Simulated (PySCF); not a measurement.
Dissociation curve of SMILES CCl (CH₃Cl). The C1–H5 bond (C1 also carries Cl, H, H; H5 carries nothing else) is varied alone, starting from the PBE0/def2-TZVP optimised geometry.

- RKS-BHandHLYP = PySCF with restricted BHandHLYP/6-31G
- RKS-CAM-B3LYP = restricted CAM-B3LYP/6-31G in PySCF
- UCCSD = CCSD on UHF/6-31G, 6 core orbitals frozen in PySCF
- RCCSD = PySCF 2.14.0 with CCSD on RHF/6-31G, 6 core orbitals frozen
- RMP2 = MP2 on RHF/6-31G, 6 core orbitals frozen in PySCF 2.14.0

Energies are in kcal/mol, each relative to the lowest point of its own curve near equilibrium.

```
R / Å  RKS-BHandHLYP  RKS-CAM-B3LYP  UCCSD  RCCSD   RMP2
-----  -------------  -------------  -----  -----  -----
0.82            49.7           51.4   53.7   53.7   53.1
0.88            25.6           26.9   28.5   28.5   28.1
0.93            12.9           13.9   15.0   15.0   14.6
0.97             6.3            7.1    7.9    7.9    7.6
1.01             2.3            2.8    3.4    3.4    3.1
1.07             0.0            0.1    0.2    0.2    0.2
1.09             0.0            0.0    0.0    0.0    0.0
1.11             0.3            0.2    0.1    0.1    0.1
1.14             1.3            1.0    0.7    0.7    0.9
1.21             5.6            4.9    4.1    4.1    4.6
1.26             9.9            8.8    7.7    7.7    8.4
1.34            18.0           16.5   14.8   14.8   15.9
1.46            31.8           29.7   26.8   26.8   28.9
1.62            51.0           48.1   43.2   43.2   46.8
1.80            71.6           68.0   60.3   60.0   65.9
1.95            87.3           83.1   72.6   71.9   80.1
2.19           109.2          104.3   87.6   86.9   99.4
2.40           125.2          119.8   95.8   96.0  112.7
2.66           141.4          135.7  100.5  103.2  124.6
2.94           155.1          149.2  102.2  107.5  132.5
3.29           168.1          162.3  102.9  110.0  136.1
3.76           180.2          174.8  103.1  111.3  132.1
```

At the longest distance, 3.76 Å, RKS-BHandHLYP lies highest above its minimum (180.2 kcal/mol) and UCCSD lowest (103.1 kcal/mol).

The RMP2 curve passes through a maximum at 3.29 Å and then falls by 4.0 kcal/mol up to the last usable point.

The restricted form behind RKS-BHandHLYP, RKS-CAM-B3LYP, RMP2 keeps the bonding electrons paired and can't separate into open-shell fragments. The unrestricted determinant behind UCCSD is spin-contaminated at 1.80 to 3.76 Å (<S²> up to 1.0, against 0.00 for a pure singlet).
